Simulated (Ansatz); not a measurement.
# BFH₄Si: basis-set convergence

One table from this session's results is given with a row withheld; the runs are named, their logs left out.

Method: one geometry, several basis sets; program: Ansatz 0.2.0, Gaussian basis.

Levels to be run: PBE0-D4/def2-SVP; ωB97M-V/def2-SVP; PBE0-D4/def2-QZVPP; ωB97M-V/def2-QZVPP; the functionals' def2-TZVPP values are taken from earlier runs.

### The geometry

All runs share one geometry, relaxed beforehand with PBE0-D4 in a triple-zeta def2 set.

SMILES `B[SiH2]F`, 7 atoms, charge 0, spin multiplicity 1.

Atoms are counted from 1 here; the program's logs count them from 0.

Bond lengths: B1–Si2 2.000 Å, B1–H4 1.194 Å, B1–H5 1.197 Å, Si2–F3 1.607 Å, Si2–H6 1.490 Å, Si2–H7 1.490 Å. Angles: Si2–B1–H4 124.1°, Si2–B1–H5 118.1°, H4–B1–H5 117.8°, B1–Si2–F3 113.6°, B1–Si2–H6 110.0°, B1–Si2–H7 109.9°, F3–Si2–H6 107.3°, F3–Si2–H7 107.3°, H6–Si2–H7 108.5°.

Set-up of the first run:

in.yaml

```yaml
crystal:
  periodic: [false, false, false]
  atoms:
    - {symbol: B, position_ang: [-0.945934, 0.255563, -0.690372]}
    - {symbol: Si, position_ang: [0.639184, -0.187090, 0.445913]}
    - {symbol: F, position_ang: [0.788016, -1.755477, 0.760733]}
    - {symbol: H, position_ang: [-1.717605, -0.554227, -1.108295]}
    - {symbol: H, position_ang: [-1.134765, 1.403732, -0.971403]}
    - {symbol: H, position_ang: [0.542185, 0.520404, 1.753641]}
    - {symbol: H, position_ang: [1.890119, 0.249196, -0.236117]}
basis:
  gaussian: {orbitals: def2-SVP}
hamiltonian: {xc: pbe0, dispersion: d4}
output: {orbitals: {seedname: orbitals}}
```

On the command line:

```bash
$ ansatz run in.yaml --threads 2 --pin off --events-out ev --progress --plain --max-ram 4352MiB
```

Steps of the session up to this table: PBE0-D4 in def2-SVP; ωB97M-V in def2-SVP; PBE0-D4 in def2-QZVPP; ωB97M-V in def2-QZVPP.

One table of the session follows, with a row left open; its other results are not shown here.

It belongs to the step «Functionals by basis». 

| functional | basis | HOMO (eV) | LUMO (eV) |
| --- | --- | --- | --- |
| PBE0-D4 | def2-SVP | ? | ? |
| PBE0-D4 | def2-TZVPP | -8.52 | -2.70 |
| PBE0-D4 | def2-QZVPP | -8.54 | -2.71 |
| ωB97M-V | def2-SVP | -10.64 | -0.57 |
| ωB97M-V | def2-TZVPP | -10.71 | -0.71 |
| ωB97M-V | def2-QZVPP | -10.72 | -0.76 |

Q: Estimate the row for PBE0-D4, def2-SVP from the others.

The run gave: HOMO (eV): -8.49; LUMO (eV): -2.66. In the column «HOMO (eV)» it is the highest.
